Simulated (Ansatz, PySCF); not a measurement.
Process, species as SMILES: CCl (CH3Cl) -> CCl (CH3Cl) as doublet, charge +1 + e-
Structures are relaxed separately at B3LYP-D3(BJ)/def2-TZVP in Ansatz (a first-principles code).

Property: adiabatic ionisation energy (0 K, with B3LYP-D3(BJ) harmonic zero-point energies from PySCF), in eV. Cores are frozen in the correlated levels unless marked. UHF or UKS for open shells. No spin-orbit coupling. No relativistic terms. Basis-set limits of correlation are two-point, X^-3; Hartree-Fock from the larger set. The bracket is a focal-point correction in the basis named.

Measured: 11.26 eV (CCCBDB table in ASE); it holds spin-orbit effects, which all levels lack. This is an older compilation, not checked against later work.

```json
[
 {"level": "HF/6-31G*", "program": "Ansatz", "adiabatic ionisation energy (eV)": "10.30", "error against measurement": "-0.96"},
 {"level": "HF/def2-TZVPP", "program": "Ansatz", "adiabatic ionisation energy (eV)": "10.16", "error against measurement": "-1.10"},
 {"level": "PBE/def2-TZVPD", "program": "Ansatz", "adiabatic ionisation energy (eV)": "10.87", "error against measurement": "-0.39"},
 {"level": "RI-MP2/CBS(cc-pV(T+d)Z,cc-pV(Q+d)Z)", "program": "Ansatz", "adiabatic ionisation energy (eV)": "11.44", "error against measurement": "0.18"},
 {"level": "SCS-MP2/def2-SVPD", "program": "Ansatz", "adiabatic ionisation energy (eV)": "11.16", "error against measurement": "-0.10"},
 {"level": "SCS-MP2/aug-cc-pV(T+d)Z", "program": "Ansatz", "adiabatic ionisation energy (eV)": "11.26", "error against measurement": "0.00"},
 {"level": "RI-MP2/CBS(aug-cc-pV(T+d)Z,aug-cc-pV(Q+d)Z)+[CCSD(T)-MP2]/aug-cc-pV(T+d)Z", "program": "Ansatz", "adiabatic ionisation energy (eV)": "11.29", "error against measurement": "0.03"}
]
```
